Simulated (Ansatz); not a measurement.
Reaction (atomization): `CC=C=C(O)Cl` → 4 C• + Cl• + 5 H• + O•

Gas-phase electronic energies from Ansatz, PBE0-D4/def2-TZVP geometries. CBS: MP2 limit from def2 TZ/QZ plus the TZ coupled-cluster correction, frozen cores. This one scheme is used for every species, atoms too. Functionals use def2-TZVPP. B3LYP here is the variant with VWN-RPA as its local correlation; programs differ in this. No spin–orbit coupling; open shells (•) take unrestricted orbitals. Spin–orbit coupling would lower the free atoms: a little for C, Cl, O. Each species was taken in one conformer, which may not be the lowest.

```csv
level,ΔE (kJ/mol)
r2SCAN-D4,4542.3
ωB97X-V,4503.1
r2SCAN,4536.6
B3LYP,4473.1
HF/def2-TZVPP,3179.8
CCSD/def2-TZVPP,4284.6
CCSD(T)/def2-TZVPP,4376.0
HF/def2-QZVPP,3184.3
```

(1) What does CCSD(T)/CBS give? (An estimate is asked.)

Largest T1 diagnostic among the species: 0.012.

## Answers

(1) Computed: +4496.1 kJ/mol. The listed levels differ from it by 46.2, 7.0, 40.5, -23.0, -1316.3, -211.5, -120.1, -1311.8 kJ/mol.

From PBE to PBE0 (25 % exact exchange), in def2-TZVPP and without D4, ΔE moves by −121.8 kJ/mol: exact exchange takes away binding that semilocal exchange gives to molecules. In def2-TZVPP, CCSD(T) changes the Hartree–Fock value by +1196.2 kJ/mol (the triples alone add +91.5 kJ/mol) and MP2 by +1319.6 kJ/mol; breaking electron pairs costs correlation energy, which Hartree–Fock lacks.

For atomizations the MP2-based limit and the directly extrapolated one differ by several kJ/mol either way, and by 10 to 25 for some Ge, Se and Sn compounds, so smaller differences from it don't rank the levels.
